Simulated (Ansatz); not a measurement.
**What a trial cell of AsPt relaxes into**

Theory: DFT PBE, scalar-relativistic, plane waves, PAW (Ansatz).

AsPt was placed on the rock salt structure type (Fm-3m, No. 225), with As in place of Na, Pt in place of Cl, at a guessed volume.

The final relaxation ran on this input, with the default PAW datasets:

```yaml
crystal:
  lattice:
    - [0.0, 2.634459917, 2.634459917]
    - [2.634459917, 0.0, 2.634459917]
    - [2.634459917, 2.634459917, 0.0]
  atoms:
    - { symbol: As, position: [0.0, 0.0, 0.0] }
    - { symbol: Pt, position: [0.5, 0.5, 0.5] }
basis:
  ecutwfc: 420
kpoints:
  mp_grid: { grid: [18, 18, 18] }
hamiltonian:
  xc: pbe
scf:
  occupations: { method: gaussian, width: 0.1 }
output:
  forces: true
  stress: true
  eigenvalues: true
relax:
  adjacent_minimum: "off"
  f_tol: 0.01
  max_steps: 80
  cell: { stress_tol: 0.05 }
```

Launched as:

```bash
ansatz run input.yaml --threads 1 --pin off --max-ram 2560MiB --backend cpu --events-out ev --progress --plain --runs-dir out
```

It took 42 s on 1 thread of Intel(R) Xeon(R) Platinum 8375C CPU @ 2.90GHz (Ice Lake), with other jobs on the host, peak memory 0.47 GiB.

The program printed at the end:

```
SCF converged after 6 iterations
Free energy (F): -17379.399380 eV
Harris-Foulkes:  -17379.399380 eV  (|F-HF|=3.64e-12)
Internal energy: -17379.394355 eV  (E = F + TS)
E sigma→0 (E₀):  -17379.396867 eV
Entropy (-TS):   -0.005025 eV (-2.513 meV/atom)
Fermi energy:    16.052837 eV
--- Per-component energies (eV) ---
  E_band       = -409.481119
  E_kinetic    = 741.895522
  E_local      = -3260.255984  (includes V_loc(G=0)·N_el)
  E_nonlocal   = -468.868723
  E_hartree    = 1509.943967
  E_xc         = -341.080847
  E_vxc        = -382.231999  (∫ρ·V_xc dr)
  E_paw        = -11291.014410  (= ΣΔE_a)
  E_vpaw       = -59.908099  (= ΣTr[D̂ρ^β])
  E_aug_tail   = 0.000215  (compensation charges beyond the density's cutoff)
  E_ewald      = -4270.014093
  E_smearing   = -0.005025  (= −TS)
  E_closure    = 0.000000  (closes the sum)
  Σ components = -17379.399380   (vs F -17379.399380, Δ=0.00e0)
--- Forces (eV/Å), atoms counted from 1 ---
  atom   1  As     0.00000000     0.00000000     0.00000000
  atom   2  Pt     0.00000000     0.00000000     0.00000000
  max |Σ_I F_I| component: 5.36e-29 eV/Å
--- Stress (GPa, compression-positive) ---
        0.000969       0.000000       0.000000
        0.000000       0.000969       0.000000
        0.000000       0.000000       0.000969
  P = ⅓ Tr σ = 0.0010 GPa (0.010 kbar)
--- Relaxed structure (4 steps of the walk, 4 accepted, 1 SCFs on fresh bases) ---
  F+E_penalty+E_count = -17379.39937965 eV   max|allowed force component| = 2.787e-29 eV/Å   (the final SCF, on the basis selected at the relaxed cell)
  cell:  # Å, volume = 35.8948 Å³
    - [0.000000, 2.618185, 2.618185]
    - [2.618185, 0.000000, 2.618185]
    - [2.618185, 2.618185, 0.000000]
  atoms:
    - { symbol: As, position: [0.000000, 0.000000, 0.000000] }
    - { symbol: Pt, position: [0.5, 0.5, 0.5] }
```

Absolute energies hang on the potentials; compare differences alone.

The result has space group Fm-3m (No. 225). Around As lie 6 Pt at 2.62 Å; around Pt lie 6 As at 2.62 Å.

Against the elements it lies at -0.12 eV/atom. The zero of energy is the elements' standard structures at the same level; no fitted shifts are applied.

The k mesh leaves about 4 meV/atom of noise in metals. Spin–orbit coupling is left out.

Symmetry constrained the relaxation, so the result can be a saddle point.